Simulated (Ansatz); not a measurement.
**AlBH5Si with multiplicity 2: rotation by 120° about the Al2–Si3 bond, part 1 of 2**

How high is the barrier for the rotation by 120° about the Al2–Si3 bond? Relax the two ends, then run a nudged elastic band between them. SMILES of the start: [BH][AlH][SiH3].

All numbers below are computed with Ansatz 0.2.0 (UKS PBE/def2-SVP).

## 1. Starting point

Bond lengths: B1–Al2 2.020 Å, Al2–Si3 2.436 Å, B1–H4 1.165 Å, Al2–H5 1.586 Å, Si3–H6 1.483 Å, Si3–H7 1.483 Å, Si3–H8 1.488 Å. Angles: B1–Al2–Si3 132.8°, B1–Al2–H5 116.6°, Si3–Al2–H5 110.5°, Al2–B1–H4 170.4°, Al2–Si3–H6 118.2°, Al2–Si3–H7 115.7°, Al2–Si3–H8 111.8°, H6–Si3–H7 103.4°, H6–Si3–H8 102.7°, H7–Si3–H8 103.3°.

Coordinates:

```xyz
8

B    -2.0420    0.8513   -1.3827
Al   -0.1593    0.7560   -0.6562
Si    0.9224   -0.7181    0.9533
H    -3.1553    0.7379   -1.7080
H     0.8892    1.7782   -1.2660
H     0.9872   -0.2813    2.3689
H     2.3246   -1.0902    0.6437
H     0.2331   -2.0337    1.0470
```

## 2. Relaxing end A

input.yaml reads:

```yaml
crystal:
  periodic: [false, false, false]
  atoms:
    - { symbol: B, position_ang: [-2.04198, 0.85127, -1.38275] }
    - { symbol: Al, position_ang: [-0.15925, 0.75599, -0.6562] }
    - { symbol: Si, position_ang: [0.92243, -0.71813, 0.9533] }
    - { symbol: H, position_ang: [-3.15527, 0.73791, -1.708] }
    - { symbol: H, position_ang: [0.88922, 1.77816, -1.26596] }
    - { symbol: H, position_ang: [0.98719, -0.28128, 2.36889] }
    - { symbol: H, position_ang: [2.32458, -1.09021, 0.64373] }
    - { symbol: H, position_ang: [0.23307, -2.03371, 1.04699] }
magnetization:
  spin_polarized: true
  initial_magnetization: 1
basis:
  gaussian: { orbitals: def2-SVP }
hamiltonian:
  xc: pbe
relax:
  f_tol: 0.015
  max_steps: 40
output:
  orbitals: {}
```

Launch:

```bash
$ ansatz run input.yaml --threads 2 --pin off --max-ram 3072MiB --backend cpu --events-out ev --progress --plain --runs-dir out
```

The log of the run, cut to the lines that bear on the results:

```text
Warning: RAYON_NUM_THREADS=2 ignored (pool sized by the plan → 2); use --threads N
[...]
Functional definition: PBE
[...]
833 factors; their error is unknown
[...]
mean field -15214.26101484 eV, -559.1137796989 hartree, gradient 6.4e-5 eV, S^2 0.754473; 1 other end points of the search recorded, 0 dependent functions left out
[...]
reference -15214.26105562 eV, -559.1137811974 hartree; 19, 18 occupied and 56, 57 virtual orbitals, 833 factors
relax step   1: F+E_penalty+E_count = -15214.26101484 eV  Δ(F+E_penalty+E_count) = +0.000e0 eV  max|allowed force component| = 1.099e0 eV/Å  Δτ_max = 0.0000 Å  (44 SCF iters, accepted)
[...]
relax step   4: F+E_penalty+E_count = -15214.46300451 eV  Δ(F+E_penalty+E_count) = -8.645e-3 eV  max|allowed force component| = 5.088e-2 eV/Å  Δτ_max = 0.0854 Å  (30 SCF iters, accepted)
[...]
relax step   7: F+E_penalty+E_count = -15214.46960406 eV  Δ(F+E_penalty+E_count) = -1.086e-3 eV  max|allowed force component| = 3.609e-2 eV/Å  Δτ_max = 0.0569 Å  (30 SCF iters, accepted)
[...]
relax step  10: F+E_penalty+E_count = -15214.47106025 eV  Δ(F+E_penalty+E_count) = -2.948e-4 eV  max|allowed force component| = 3.452e-2 eV/Å  Δτ_max = 0.0417 Å  (31 SCF iters, accepted)
[...]
relax step  13: F+E_penalty+E_count = -15214.47185333 eV  Δ(F+E_penalty+E_count) = -1.134e-4 eV  max|allowed force component| = 2.445e-2 eV/Å  Δτ_max = 0.0175 Å  (31 SCF iters, accepted)
[...]
relax step  14: F+E_penalty+E_count = -15214.47191967 eV  Δ(F+E_penalty+E_count) = -6.634e-5 eV  max|allowed force component| = 1.150e-2 eV/Å  Δτ_max = 0.0138 Å  (27 SCF iters, accepted)
833 factors; their error is unknown
[...]
mean field -15214.47191967 eV, -559.1215303085 hartree, gradient 1.4e-5 eV, S^2 0.754103; 2 other end points of the search recorded, 0 dependent functions left out
[...]
reference -15214.47196052 eV, -559.1215318097 hartree; 19, 18 occupied and 56, 57 virtual orbitals, 833 factors
Total energy: -15214.47196052 eV, -559.1215318097 hartree
Atom 0 at    -1.874877     0.627549    -1.328027 Å, force    -0.002409     0.001781    -0.002723 eV/Å
Atom 1 at     0.016988     0.946813    -0.651614 Å, force     0.000569     0.004459     0.000589 eV/Å
Atom 2 at     0.847230    -0.757735     0.928146 Å, force     0.005530    -0.001832     0.009857 eV/Å
Atom 3 at    -3.003464     0.362069    -1.679423 Å, force     0.003943    -0.001716     0.002285 eV/Å
Atom 4 at     0.876214     2.215910    -1.120568 Å, force    -0.001630    -0.002425     0.000176 eV/Å
Atom 5 at     1.176020    -0.135870     2.265525 Å, force    -0.002620    -0.004029    -0.011497 eV/Å
Atom 6 at     2.113730    -1.398590     0.411063 Å, force    -0.006164     0.001569     0.002174 eV/Å
Atom 7 at    -0.151852    -1.860147     1.174898 Å, force     0.002781     0.002194    -0.000862 eV/Å
Dipole moment:    -0.174163     0.016949    -0.095625 e Å
```

It took 26 s on 2 threads of Arm Neoverse V1, shared host; peak memory 0.17 GiB.

Step by step:

```
step  energy from step 1 (eV)  largest force component (eV/Å)
   1                   0.0000                          1.0994
   2                  -0.1664                          0.4003
   3                  -0.1933                          0.0968
   4                  -0.2020                          0.0509
   5                  -0.2063                          0.0884
   6                  -0.2075                          0.0479
   7                  -0.2086                          0.0361
   8                  -0.2095                          0.0263
   9                  -0.2097                          0.0288
  10                  -0.2100                          0.0345
  11                  -0.2104                          0.0417
  12                  -0.2107                          0.0324
  13                  -0.2108                          0.0245
  14                  -0.2109                          0.0115
```

Step 1 is the start.

After: Bond lengths: B1–Al2 2.034 Å, Al2–Si3 2.468 Å, B1–H4 1.211 Å, Al2–H5 1.603 Å, Si3–H6 1.511 Å, Si3–H7 1.511 Å, Si3–H8 1.508 Å. Angles: B1–Al2–Si3 114.7°, B1–Al2–H5 121.7°, Si3–Al2–H5 123.6°, Al2–B1–H4 175.7°, Al2–Si3–H6 110.8°, Al2–Si3–H7 110.9°, Al2–Si3–H8 112.8°, H6–Si3–H7 107.2°, H6–Si3–H8 107.5°, H7–Si3–H8 107.5°.

## 3. Relaxing end B

The second end starts from a geometry with the move made by hand.

input.yaml, as its differences from that of step 2:

```diff
@@ -8,5 +8,5 @@
     - { symbol: H, position_ang: [0.88922, 1.77816, -1.26596] }
-    - { symbol: H, position_ang: [0.98719, -0.28128, 2.36889] }
-    - { symbol: H, position_ang: [2.32458, -1.09021, 0.64373] }
-    - { symbol: H, position_ang: [0.23307, -2.03371, 1.04699] }
+    - { symbol: H, position_ang: [0.36426, -2.07907, 1.14096] }
+    - { symbol: H, position_ang: [1.02498, -0.19462, 2.3374] }
+    - { symbol: H, position_ang: [2.33845, -0.99186, 0.58627] }
 magnetization:
@@ -21,3 +21 @@
   max_steps: 40
-output:
-  orbitals: {}
```

Launch:

```bash
$ ansatz run input.yaml --threads 2 --pin off --max-ram 3072MiB --backend cpu --events-out ev --progress --plain --runs-dir out
```

The log of the run, cut to the lines that bear on the results:

```text
Warning: RAYON_NUM_THREADS=2 ignored (pool sized by the plan → 2); use --threads N
[...]
[... 1 set-up line as earlier in the session ...]
[...]
833 factors; their error is unknown
[...]
mean field -15214.28585961 eV, -559.1146927273 hartree, gradient 6.6e-5 eV, S^2 0.754366; 3 other end points of the search recorded, 0 dependent functions left out
[...]
reference -15214.28590018 eV, -559.1146942183 hartree; 19, 18 occupied and 56, 57 virtual orbitals, 833 factors
relax step   1: F+E_penalty+E_count = -15214.28585961 eV  Δ(F+E_penalty+E_count) = +0.000e0 eV  max|allowed force component| = 1.105e0 eV/Å  Δτ_max = 0.0000 Å  (58 SCF iters, accepted)
[...]
relax step   4: F+E_penalty+E_count = -15214.45990558 eV  Δ(F+E_penalty+E_count) = -1.183e-2 eV  max|allowed force component| = 6.727e-2 eV/Å  Δτ_max = 0.1032 Å  (31 SCF iters, accepted)
[...]
reference -15214.47198364 eV, -559.1215326594 hartree; 19, 18 occupied and 56, 57 virtual orbitals, 833 factors
Total energy: -15214.47198364 eV, -559.1215326594 hartree
Atom 0 at    -1.868654     0.606323    -1.319899 Å, force    -0.005218     0.000179    -0.002907 eV/Å
Atom 1 at     0.021443     0.962198    -0.656550 Å, force    -0.001735     0.004308    -0.000616 eV/Å
Atom 2 at     0.886350    -0.719966     0.928850 Å, force     0.005077    -0.004461     0.006052 eV/Å
Atom 3 at    -2.994667     0.317893    -1.662162 Å, force     0.008877     0.000505     0.003554 eV/Å
Atom 4 at     0.858479     2.241008    -1.139373 Å, force    -0.002434    -0.004072     0.001051 eV/Å
Atom 5 at    -0.101281    -1.826226     1.203352 Å, force     0.002074     0.004271    -0.001378 eV/Å
Atom 6 at     1.233612    -0.082416     2.253872 Å, force    -0.001985    -0.003053    -0.008879 eV/Å
Atom 7 at     2.147558    -1.359164     0.396928 Å, force    -0.004656     0.002323     0.003123 eV/Å
Dipole moment:    -0.174740     0.014194    -0.094329 e Å
```

Run time: 28 s. Hardware: 2 threads of Arm Neoverse V1, shared host; peak memory 0.17 GiB.

Relaxation path:

```
step  energy from step 1 (eV)  largest force component (eV/Å)
   1                   0.0000                          1.1048
   2                  -0.1439                          0.3353
   3                  -0.1622                          0.0973
   4                  -0.1740                          0.0673
   5                  -0.1799                          0.0882
   6                  -0.1817                          0.0784
   7                  -0.1838                          0.0556
   8                  -0.1841                          0.0268
   9                  -0.1845                          0.0227
  10                  -0.1849                          0.0593
  11                  -0.1854                          0.0452
  12                  -0.1858                          0.0055
  13                  -0.1860                          0.0094
  14                  -0.1860                          0.0177
  15                  -0.1861                          0.0089
```

Step 1 is the start.

After: Bond lengths: B1–Al2 2.034 Å, Al2–Si3 2.468 Å, B1–H4 1.212 Å, Al2–H5 1.603 Å, Si3–H6 1.508 Å, Si3–H7 1.511 Å, Si3–H8 1.511 Å. Angles: B1–Al2–Si3 114.6°, B1–Al2–H5 121.8°, Si3–Al2–H5 123.7°, Al2–B1–H4 175.6°, Al2–Si3–H6 112.8°, Al2–Si3–H7 110.9°, Al2–Si3–H8 110.8°, H6–Si3–H7 107.5°, H6–Si3–H8 107.5°, H7–Si3–H8 107.2°.

## 4. Nudged elastic band

crystal.atoms is end A as relaxed above, and neb.final_atoms is end B, turned to lie on A. With 5 inner images the band has 7 in all. The start path is listed, through a guess of the saddle.

input.yaml reads:

```yaml
crystal:
  periodic: [false, false, false]
  atoms:
    - { symbol: B, position_ang: [-1.874877, 0.627549, -1.328027] }
    - { symbol: Al, position_ang: [0.016988, 0.946813, -0.651614] }
    - { symbol: Si, position_ang: [0.84723, -0.757735, 0.928146] }
    - { symbol: H, position_ang: [-3.003464, 0.362069, -1.679423] }
    - { symbol: H, position_ang: [0.876214, 2.21591, -1.120568] }
    - { symbol: H, position_ang: [1.17602, -0.13587, 2.265525] }
    - { symbol: H, position_ang: [2.11373, -1.39859, 0.411063] }
    - { symbol: H, position_ang: [-0.151852, -1.860147, 1.174898] }
magnetization:
  spin_polarized: true
  initial_magnetization: 1
basis:
  gaussian: { orbitals: def2-SVP }
hamiltonian:
  xc: pbe
neb:
  order_check: false
  images: 5
  f_tol: 0.03
  max_iterations: 60
  final_atoms:
    - { symbol: B, position_ang: [-1.93155818, 0.98794693, -0.98051458] }
    - { symbol: Al, position_ang: [0.06950013, 0.62091308, -0.96646637] }
    - { symbol: Si, position_ang: [0.84648129, -0.75882936, 0.92663799] }
    - { symbol: H, position_ang: [-3.12948494, 1.15636586, -0.9108895] }
    - { symbol: H, position_ang: [1.04086258, 1.19543156, -2.10466048] }
    - { symbol: H, position_ang: [-0.27518643, -1.1765404, 1.84421988] }
    - { symbol: H, position_ang: [1.85893114, -0.00827643, 1.75992053] }
    - { symbol: H, position_ang: [1.5204434, -2.01701224, 0.43175253] }
  initial_path:
    images:
      - { positions_ang: [[-1.874877, 0.627549, -1.328027], [0.016988, 0.946813, -0.651614], [0.84723, -0.757735, 0.928146], [-3.003464, 0.362069, -1.679423], [0.876214, 2.21591, -1.120568], [1.17602, -0.13587, 2.265525], [2.11373, -1.39859, 0.411063], [-0.151852, -1.860147, 1.174898]] }
      - { positions_ang: [[-1.9398414, 0.76320341, -1.2921316], [-0.03596819, 0.83389834, -0.69858946], [0.86910157, -0.74063654, 0.94083119], [-3.07706758, 0.62484069, -1.56252133], [0.90011796, 1.8626746, -1.34916009], [0.87837271, -0.32798946, 2.27991662], [2.18600607, -1.05821041, 0.69164424], [0.21926785, -1.95778163, 0.99001042]] }
      - { positions_ang: [[-2.00480579, 0.89885782, -1.25623621], [-0.08892437, 0.72098367, -0.74556493], [0.89097314, -0.72353808, 0.95351639], [-3.15067117, 0.88761238, -1.44561966], [0.92402192, 1.5094392, -1.57775217], [0.58072542, -0.52010892, 2.29430824], [2.25828215, -0.71783083, 0.97222549], [0.5903877, -2.05541626, 0.80512285]] }
      - { positions_ang: [[-2.06977019, 1.03451223, -1.22034081], [-0.14188056, 0.60806901, -0.79254039], [0.91284471, -0.70643961, 0.96620158], [-3.22427475, 1.15038408, -1.32871798], [0.94792588, 1.1562038, -1.80634426], [0.28307814, -0.71222839, 2.30869986], [2.33055822, -0.37745124, 1.25280673], [0.96150755, -2.15305088, 0.62023527]] }
      - { positions_ang: [[-2.02369952, 1.01899047, -1.14039873], [-0.07142033, 0.61235037, -0.85051572], [0.89072357, -0.72390286, 0.95301372], [-3.19267815, 1.15237801, -1.18944182], [0.97890478, 1.16927972, -1.905783], [0.09698995, -0.86699906, 2.1538732], [2.1733492, -0.25439297, 1.42184467], [1.1478195, -2.10770467, 0.55740769]] }
      - { positions_ang: [[-1.97762885, 1.0034687, -1.06045666], [-0.0009601, 0.61663172, -0.90849104], [0.86860243, -0.74136611, 0.93982585], [-3.16108154, 1.15437193, -1.05016566], [1.00988368, 1.18235564, -2.00522174], [-0.08909824, -1.02176973, 1.99904654], [2.01614017, -0.1313347, 1.5908826], [1.33413145, -2.06235846, 0.49458011]] }
      - { positions_ang: [[-1.93155818, 0.98794693, -0.98051458], [0.06950013, 0.62091308, -0.96646637], [0.84648129, -0.75882936, 0.92663799], [-3.12948494, 1.15636586, -0.9108895], [1.04086258, 1.19543156, -2.10466048], [-0.27518643, -1.1765404, 1.84421988], [1.85893114, -0.00827643, 1.75992053], [1.5204434, -2.01701224, 0.43175253]] }
```

Launch:

```bash
$ ansatz run input.yaml --threads 2 --pin off --max-ram 3072MiB --backend cpu --events-out ev --progress --plain --runs-dir out
```

The log of the run, cut to the lines that bear on the results:

```text
Warning: RAYON_NUM_THREADS=2 ignored (pool sized by the plan → 2); use --threads N
[...]
[... 1 set-up line as earlier in the session ...]
[...]
833 factors; their error is unknown
[...]
mean field -15214.47192284 eV, -559.1215304249 hartree, gradient 9.3e-6 eV, S^2 0.754103; 1 other end points of the search recorded, 0 dependent functions left out
[...]
reference -15214.47196363 eV, -559.1215319238 hartree; 19, 18 occupied and 56, 57 virtual orbitals, 833 factors
833 factors; their error is unknown
[...]
mean field -15214.47194153 eV, -559.1215311119 hartree, gradient 9.2e-6 eV, S^2 0.754105; 2 other end points of the search recorded, 0 dependent functions left out
[...]
reference -15214.47198302 eV, -559.1215326364 hartree; 19, 18 occupied and 56, 57 virtual orbitals, 833 factors
NEB end point (image 0): max|allowed force component| = 1.151e-2 eV/Å (the criterion of neb.relax_end_points is 1.000e-2)
[...]
NEB iter   8: max|band force component| = 2.271e-2 eV/Å  barrier→ = 0.0152 eV  barrier← = 0.0153 eV  CI = image 3  Δτ_max = 0.0000 Å  (380 SCF iters)
Total energy: -15214.45672045 eV, -559.1209717475 hartree
Atom 0 at    -1.950758     0.798581    -1.127038 Å, force     0.004750     0.003331     0.011054 eV/Å
Atom 1 at     0.066122     0.752941    -0.848152 Å, force    -0.007316     0.001661    -0.000541 eV/Å
Atom 2 at     0.871794    -0.746165     0.943236 Å, force    -0.014910     0.022711    -0.010682 eV/Å
Atom 3 at    -3.157890     0.786067    -1.227988 Å, force     0.002921    -0.002523    -0.005872 eV/Å
Atom 4 at     1.029508     1.649535    -1.762544 Å, force     0.004221     0.006109    -0.009403 eV/Å
Atom 5 at     0.265433    -0.385391     2.277694 Å, force     0.002616    -0.012911     0.000215 eV/Å
Atom 6 at     2.371668    -0.674356     1.089478 Å, force    -0.001065    -0.008435     0.000338 eV/Å
Atom 7 at     0.504112    -2.181215     0.655314 Å, force     0.008783    -0.009945     0.014890 eV/Å
Dipole moment:    -0.182123     0.031927    -0.054966 e Å
this run last wrote the band of iteration 8 to <dir>
```

Run time: 78 s. Hardware: 2 threads of Arm Neoverse V1, shared host; peak memory 0.16 GiB.

## 5. Images and barrier

The 5 inner images lie between the fixed ends 0 and 6. Energy is taken from image 0, and the path length is the program's own coordinate along the band.

```
image  path (Å)  energy (eV)  dihedral B1–Al2–Si3–H8 (°)  band force (eV/Å)
    0     0.000       0.0000                           1                  -
    1     0.680       0.0041                          21              0.004
    2     1.361       0.0118                          41              0.011
   3*     2.041       0.0152                          61              0.023
    4     2.704       0.0107                          81              0.019
    5     3.367       0.0033                         101              0.010
    6     4.030       0.0000                         121                  -
```

The star marks the climbing image.

image, energy (eV) and a bar:
```
        0      0.000 
        1      0.004 ########
        2      0.012 #######################
        3      0.015 ##############################
        4      0.011 #####################
        5      0.003 #######
        6      0.000
```

How the highest energy settled:

```
iteration  highest image above image 0 (eV)  largest band force (eV/Å)
        1                            0.7751                      3.269
        2                            0.1135                      1.116
        3                            0.0515                      0.185
        4                            0.0313                      0.099
        5                            0.0199                      0.085
        6                            0.0173                      0.053
        7                            0.0154                      0.037
        8                            0.0152                      0.023
```

Positions of all images (Å):

```xyz
8
image=0 dE=0.0000
B    -1.875    0.628   -1.328
Al    0.017    0.947   -0.652
Si    0.847   -0.758    0.928
H    -3.003    0.362   -1.679
H     0.876    2.216   -1.121
H     1.176   -0.136    2.266
H     2.114   -1.399    0.411
H    -0.152   -1.860    1.175
8
image=1 dE=0.0041
B    -1.911    0.686   -1.250
Al    0.045    0.888   -0.726
Si    0.857   -0.764    0.921
H    -3.079    0.498   -1.508
H     0.953    2.060   -1.333
H     0.853   -0.170    2.310
H     2.274   -1.188    0.622
H     0.008   -2.009    0.965
8
image=2 dE=0.0118
B    -1.938    0.741   -1.187
Al    0.058    0.823   -0.791
Si    0.867   -0.758    0.928
H    -3.132    0.638   -1.365
H     0.999    1.875   -1.552
H     0.544   -0.257    2.316
H     2.364   -0.940    0.857
H     0.237   -2.123    0.794
8
image=3 dE=0.0152
B    -1.951    0.799   -1.127
Al    0.066    0.753   -0.848
Si    0.872   -0.746    0.943
H    -3.158    0.786   -1.228
H     1.030    1.650   -1.763
H     0.265   -0.385    2.278
H     2.372   -0.674    1.089
H     0.504   -2.181    0.655
8
image=4 dE=0.0107
B    -1.953    0.856   -1.077
Al    0.070    0.713   -0.891
Si    0.866   -0.737    0.945
H    -3.163    0.900   -1.122
H     1.041    1.485   -1.907
H     0.017   -0.611    2.186
H     2.288   -0.415    1.333
H     0.834   -2.191    0.534
8
image=5 dE=0.0033
B    -1.943    0.916   -1.029
Al    0.075    0.670   -0.932
Si    0.855   -0.740    0.939
H    -3.151    1.015   -1.012
H     1.049    1.333   -2.018
H    -0.175   -0.876    2.033
H     2.112   -0.183    1.563
H     1.179   -2.134    0.454
8
image=6 dE=0.0000
B    -1.932    0.988   -0.981
Al    0.070    0.621   -0.966
Si    0.846   -0.759    0.927
H    -3.129    1.156   -0.911
H     1.041    1.195   -2.105
H    -0.275   -1.177    1.844
H     1.859   -0.008    1.760
H     1.520   -2.017    0.432
```

(Continued in part 2 of 2.)
